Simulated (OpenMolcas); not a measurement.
# C4H6 (1,2-butadiene) at SVWN/def2-TZVP (RICD fitting)

Aim: the vertical ionisation energy of C4H6 (1,2-butadiene) at SVWN/def2-TZVP (RICD fitting), from 2 runs. 

The calculation is run with OpenMolcas 26.06.

**1. The molecule**

C4H6: 10 atoms, total charge 0, spin state singlet. As SMILES, `C=C=CC`. The coordinates come from a PBE0-D4/def2-TZVP relaxation.

Bond lengths: C1–C2 1.301 Å, C2–C3 1.301 Å, C3–C4 1.498 Å, C1–H5 1.086 Å, C1–H6 1.086 Å, C3–H7 1.089 Å, C4–H8 1.094 Å, C4–H9 1.090 Å, C4–H10 1.094 Å. Some angles: C1–C2–C3 179.8°, C2–C3–C4 124.8°, C2–C1–H5 121.3°, C2–C1–H6 121.3°, C2–C3–H7 117.8°, C4–C3–H7 117.3°, C3–C4–H8 110.7°, C3–C4–H9 111.2°, C3–C4–H10 110.7°, H5–C1–H6 117.4°.

**2. The energy at SVWN/def2-TZVP (RICD fitting)**

Contents of job.inp:

```
&GATEWAY
  BasLib
  $CurrDir
  Coord
  10
  bohr
  C     -1.94295971     3.09952879    -1.52629400
  C     -0.40634781     1.23962254    -1.05630021
  C      1.12557757    -0.62330726    -0.57755700
  C      0.97147041    -2.29917308     1.69761657
  H     -3.66334748     2.81399117    -2.60683939
  H     -1.55333598     4.99945944    -0.85753882
  H      2.63374909    -0.99764311    -1.92604666
  H      0.71945653    -4.27306761     1.13731277
  H     -0.60091401    -1.76158380     2.91452460
  H      2.71670807    -2.19778928     2.80114103
  Basis
  def2-TZVP
  Group
  NoSym
  RICD

&SEWARD
  GridInput
  Grid=Fine
  End of Grid

&SCF
  KSDFT
  SVWN
  PrOrbitals
  0
```

The basis set def2-TZVP is read from a file made from the Basis Set Exchange's data (not shown).

On the command line:

```
$ export MOLCAS_MEM=1860
$ pymolcas job.inp > job.log
```

Output:

```text
--- Start Module: gateway ---
[...]
--- Stop Module: gateway /rc=_RC_ALL_IS_WELL_ ---
--- Start Module: seward ---
[...]
      Basis functions          160
--- Stop Module: seward /rc=_RC_ALL_IS_WELL_ ---
[...]
--- Start Module: scf ---
[...]
       Convergence after  13 Iterations
[...]
::    Total KS-DFT energy                            -155.1329570301
[...]
      Total spin, S                                     0.0000000000
[...]
      Total electronic charge=   30.000000
      Total            charge=   -0.000000
[...]
      Dipole Moment (debye):
      Origin of the operator (angstrom)=   -0.0271    0.1525   -0.1574
                   X=  1.6473E-01               Y= -3.6150E-01               Z=  2.5247E-01           Total=  4.7070E-01
      Quadrupole Moment (debye*angstrom):
[...]
--- Stop Module: scf /rc=_RC_ALL_IS_WELL_ ---
[...]
```

Wall time 13 s (1 thread of Arm Neoverse V2, shared host); peak memory 0.19 GiB.

**3. The doublet cation**

Contents of job.inp:

```
* C4H6 Kohn-Sham DFT
>>> EXPORT MOLCAS_PRINT=2

&GATEWAY
 BasLib=$CurrDir
 Coord
 10
 bohr
 C     -1.94295971     3.09952879    -1.52629400
 C     -0.40634781     1.23962254    -1.05630021
 C      1.12557757    -0.62330726    -0.57755700
 C      0.97147041    -2.29917308     1.69761657
 H     -3.66334748     2.81399117    -2.60683939
 H     -1.55333598     4.99945944    -0.85753882
 H      2.63374909    -0.99764311    -1.92604666
 H      0.71945653    -4.27306761     1.13731277
 H     -0.60091401    -1.76158380     2.91452460
 H      2.71670807    -2.19778928     2.80114103
 Basis=def2-TZVP
 Group=NoSym
 RICD

&SEWARD
 GridInput
 Grid=Fine
 End of Grid

&SCF
 UHF
 Charge=1
 Spin=2
 KSDFT=SVWN
 PrOrbitals=0
```

The basis set def2-TZVP is read from a file made from the Basis Set Exchange's data (not shown).

On the command line:

```
$ export MOLCAS_MEM=1860
$ pymolcas job.inp > job.log
```

Output:

```text
--- Start Module: gateway ---
[...]
--- Stop Module: gateway /rc=_RC_ALL_IS_WELL_ ---
--- Start Module: seward ---
[...]
      Basis functions          160
--- Stop Module: seward /rc=_RC_ALL_IS_WELL_ ---
[...]
--- Start Module: scf ---
[...]
       Convergence after  25 Iterations
[...]
::    Total KS-DFT energy                            -154.7657950272
[...]
      Total spin, S                                     0.5006562080
[...]
      Total electronic charge=   29.000000
      Total            charge=    1.000000
[...]
      Dipole Moment (debye):
      Origin of the operator (angstrom)=   -0.0271    0.1525   -0.1574
                   X=  1.3201E-01               Y= -1.0487E-01               Z= -2.5475E-02           Total=  1.7050E-01
      Center of Charge (angstrom)
[...]
--- Stop Module: scf /rc=_RC_ALL_IS_WELL_ ---
[...]
```

Wall time 30 s (1 thread of Arm Neoverse V2, shared host); peak memory 0.2 GiB.

**4. Outcome**

Level: SVWN/def2-TZVP (RICD fitting).

```
                                          quantity          value
                        singlet C4H6: total energy  -155.13296 Eh
                       singlet C4H6: dipole moment         0.47 D
                         singlet C4H6: HOMO energy       -6.66 eV
                         singlet C4H6: LUMO energy       -1.30 eV
                       singlet C4H6: HOMO–LUMO gap        5.36 eV
                      doublet cation: total energy  -154.76580 Eh
doublet cation: HOMO energy (highest over α and β)      -13.49 eV
 doublet cation: LUMO energy (lowest over α and β)      -13.31 eV
                              doublet cation: ⟨S²⟩          0.751
vertical ionisation energy (to the doublet cation)       9.991 eV
```

**Reading.** The vertical ionisation energy comes to 9.99 eV (230 kcal/mol). −ε(HOMO) before ionisation, 6.66 eV, is 3.33 eV below this ionisation energy.
